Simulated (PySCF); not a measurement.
SMILES [H]/P=P\C(=O)OC, C$_{2}$H$_{4}$O$_{2}$P$_{2}$

Geometry:
| atom | x (Å) | y (Å) | z (Å) |
| --- | --- | --- | --- |
| C1 | -1.867 | 0.078 | 0.430 |
| O2 | -0.763 | 0.094 | -0.468 |
| C3 | 0.445 | -0.005 | 0.062 |
| O4 | 0.691 | -0.108 | 1.237 |
| P5 | 1.661 | 0.044 | -1.339 |
| P6 | 3.415 | -0.123 | -0.329 |
| H7 | -1.879 | -0.858 | 0.991 |
| H8 | -1.791 | 0.910 | 1.132 |
| H9 | -2.760 | 0.171 | -0.182 |
| H10 | 2.856 | -0.197 | 0.959 |

Method: PySCF, GIAO PBE/aug-pcSseg-1 magnetisability, rotational g tensor and spin-rotation constants, non-relativistic, gas phase. Geometry: GFN2-xTB.

(1) Give the nuclear spin-rotation constants along the inertial axes (H = +C I·J) beside the isotropic shieldings.

(2) How do the rotational constants and the g tensor change when H7, H8, H9, H10 are replaced by deuterium?

Results:

(1) Rotational constants 6.7419, 1.2823, 1.0847 GHz. A star marks the isotopologue with that one atom substituted, in its own axes.
```
atom  isotope  Caa (kHz)  Cbb (kHz)  Ccc (kHz)  mean (kHz)  σ (ppm)
  P5      31P     29.536      4.205      1.477      11.739   -258.5
  P6      31P     23.065      6.060      1.037      10.054   -269.5
  H7       1H     -0.625     -0.073     -0.001      -0.233     27.3
  H8       1H     -0.625     -0.073     -0.001      -0.233     27.3
  H9       1H     -0.112     -0.040     -0.118      -0.090     27.6
 H10       1H      0.108      0.131     -0.125       0.038     18.5
  C1     13C*      1.157      0.277      0.238       0.557    126.5
  O2     17O*     -1.947     -0.367     -0.148      -0.821    106.0
  C3     13C*      3.647      0.437      0.316       1.467      3.9
  O4     17O*     -3.286     -0.873     -0.044      -1.401    -97.1
```
For the geometry as given, no vibrational averaging.

(2) Constants 6.2877, 1.1702, 0.9990 GHz; g -0.1420, -0.0252, -0.0026, against -0.1522, -0.0274, -0.0026 before.
